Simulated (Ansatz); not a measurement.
The input, for Ansatz 0.2.0:

```yaml
crystal:
  periodic: [false, false, false]
  atoms:
    - {symbol: O, position_ang: [0.084376, 0.005225, 1.776798]}
    - {symbol: Al, position_ang: [-0.080498, 0.013599, 0.006591]}
    - {symbol: O, position_ang: [-0.003878, -0.018825, -1.783389]}
basis:
  gaussian: {orbitals: cc-pVDZ}
magnetization: {spin_polarized: true, initial_magnetization: 3}
correlation: {method: bccd, electrons: outside_noble_gas}
accuracy: high
scf: {omitted_lower_state_checks: [cluster_reference]}
```

```sh
$ ansatz run in.yaml --threads 1 --pin off --events-out ev --progress --plain --max-ram 2393MiB
```

Log:

```
these checks for a lower state are left out or cut short: cluster_reference
868 factors; integrals over basis functions are off by at most 3.4e-9 eV
mean field evaluation 1: about -10647.8139 eV, gradient 1.9e1 eV
mean field evaluation 2: about -10647.8706 eV, gradient 1.9e1 eV
mean field evaluation 4: about -10650.1640 eV, gradient 1.0e1 eV
mean field evaluation 8: about -10651.0528 eV, gradient 1.1e0 eV
mean field evaluation 16: about -10654.9367 eV, gradient 1.3e-1 eV
mean field evaluation 32: about -10654.9371 eV, gradient 1.8e-1 eV
mean field evaluation 64: about -10654.9463 eV, gradient 1.1e-8 eV
mean field evaluation 96: about -10654.9463 eV, gradient 5.9e-6 eV
mean field evaluation 128: about -10645.2491 eV, gradient 2.0e1 eV
mean field evaluation 160: about -10654.9055 eV, gradient 4.2e-8 eV
...
cycle  76  -9.53020343 eV  change   -1.5e-9 eV  update   8.5e-9
cycle  77  -9.53020343 eV  change  -8.2e-11 eV  update   7.2e-9
cycle  78  -9.53020343 eV  change   -1.1e-9 eV  update   6.0e-9
cycle  79  -9.53020343 eV  change  -9.4e-10 eV  update   4.9e-9
cycle  80  -9.53020343 eV  change    2.6e-9 eV  update   4.1e-9
cycle  81  -9.53020343 eV  change  -6.8e-10 eV  update   3.1e-9
cycle  82  -9.53020343 eV  change   6.2e-10 eV  update   2.5e-9
cycle  83  -9.53020343 eV  change   -1.1e-9 eV  update   2.1e-9
cycle  84  -9.53020343 eV  change  -3.3e-10 eV  update   1.9e-9
cycle  85  -9.53020343 eV  change  -2.3e-10 eV  update   1.8e-9
Total energy: -10664.47647298 eV, -391.9122817404 hartree
Checks for a lower state left out: cluster_reference
```

Ran on 1 thread of Arm Neoverse V1, shared host: 23 s wall, 0.21 GiB peak host memory.
